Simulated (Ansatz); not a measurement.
Consider the homolysis of the C–F bond: `F[C]F` → `[C]F`• + F•.

Program: Ansatz. Geometries: PBE0-D4/def2-TZVP. ΔE: electronic, gas phase. CBS: def2 TZ/QZ extrapolation, frozen cores. DFT in def2-TZVPP. No spin–orbit coupling; open shells (•) take unrestricted orbitals. Spin–orbit coupling would lower the free atoms: a little for F.

**Question.** What is ΔE at CCSD(T)/CBS? (Best estimate.)

**Answer.** Ansatz gave: +5.45 eV.

**Question.** What do these levels give: LDA (SPW92), BLYP-D4, PBE0-D4, r2SCANh-D4, r2SCAN, r2SCAN0, RPA@PBE/def2-TZVPP, MP2/def2-SVP, MP2/def2-TZVPP, HF/CBS(def2), MP2/CBS(def2), MP2/cc-pV(D+d)Z? (Best estimate.)

**Answer.** The calculation gave: LDA (SPW92) 6.80, BLYP-D4 5.44, PBE0-D4 5.37, r2SCANh-D4 5.29, r2SCAN 5.40, r2SCAN0 5.12, RPA@PBE/def2-TZVPP 4.80, MP2/def2-SVP 5.43, MP2/def2-TZVPP 5.62, HF/CBS(def2) 3.39, MP2/CBS(def2) 5.79, MP2/cc-pV(D+d)Z 5.20 eV.

Largest T1 diagnostic among the species: 0.020.

At CCSD(T), def2-SVP lies −0.30 eV from the extrapolated value and def2-TZVPP −0.16 eV: correlation converges slowly with the basis, and small sets miss more of it in the bonded molecule than in its fragments. In def2-TZVPP, CCSD(T) changes the Hartree–Fock value by +1.90 eV (the triples alone add +0.17 eV) and MP2 by +2.23 eV; breaking electron pairs costs correlation energy, which Hartree–Fock lacks. From BLYP to BHLYP (50 % exact exchange), in def2-TZVPP and without D4, ΔE moves by −0.55 eV: exact exchange takes away binding that semilocal exchange gives to molecules.
